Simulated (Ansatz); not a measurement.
**A barrier at the coupled-cluster level**

Start structure (CH6FSi, doublet), relaxed at PBE0-D4/def2-TZVP:

```xyz
9
angstrom
H 0.3897 0.2993 1.4032
Si -0.4932 1.4327 1.0446
F -1.0249 1.2079 -0.4500
C 0.6356 -1.7834 -1.2535
H 0.2534 2.7122 1.0796
H -1.6678 1.4898 1.9464
H 0.2440 -2.6818 -0.7988
H -0.0224 -0.9549 -1.4712
H 1.6856 -1.7217 -1.5005
```

The step: SiH₃F ([F][SiH3]) + CH₃ → SiH₂F ([F][SiH2]) + CH₄; bonds formed: H1–C4; bonds broken: H1–Si2. Program: Ansatz 0.2.0. Basis: def2-TZVPP and def2-QZVPP. Cores are frozen in the correlated methods; orbitals are unrestricted. Extrapolation: Hartree–Fock as exp(−7.88 √X), correlation as X^−2.97. Energies below are by CCSD(T) at an estimated basis limit (MP2 extrapolated from triple and quadruple zeta, plus CCSD(T) − MP2 in triple zeta).

What are the electronic barrier and the energy of the step, from the start structure to the end structure? (Judge from chemistry; the value comes from the calculation.)

The calculation gives: Barrier 10.65 kcal/mol; step energy -12.71 kcal/mol (downhill); reverse barrier, their difference, 23.36 kcal/mol. Barrier and step energy count from the start structure, the reverse barrier from the end structure.

The saddle point: One imaginary mode of 941i cm⁻¹.
```tsv
pair	start (Å)	saddle (Å)	end (Å)
H1–C4	3.38	1.59	1.09
H1–Si2	1.48	1.61	3.66
```

Zero-point energy (harmonic, PBE0-D4): ZPE is 36.34 kcal/mol at the start and 35.87 kcal/mol at the saddle, so the barrier goes from 10.65 to 10.18 kcal/mol.

The T1 diagnostic stays at or below 0.015. ⟨S²⟩ of the unrestricted Hartree–Fock references: 0.75 to 0.78 (a pure state has 0.75). The start structure is not quite a true minimum (one mode of 42i cm⁻¹). The end structure is not quite a true minimum (one mode of 29i cm⁻¹).

Radical steps of this kind take place in plasma deposition and etching.

Labels in which every atom is bracketed show which atoms are joined, not bond orders.

For scale, one of the runs: CCSD(T)/def2-TZVPP, 188 basis functions (an equivalent command: `ansatz run in.yaml --threads 4`). Hardware: 4 CPU threads, shared host. Wall time 74 s; peak host memory 5 GiB.
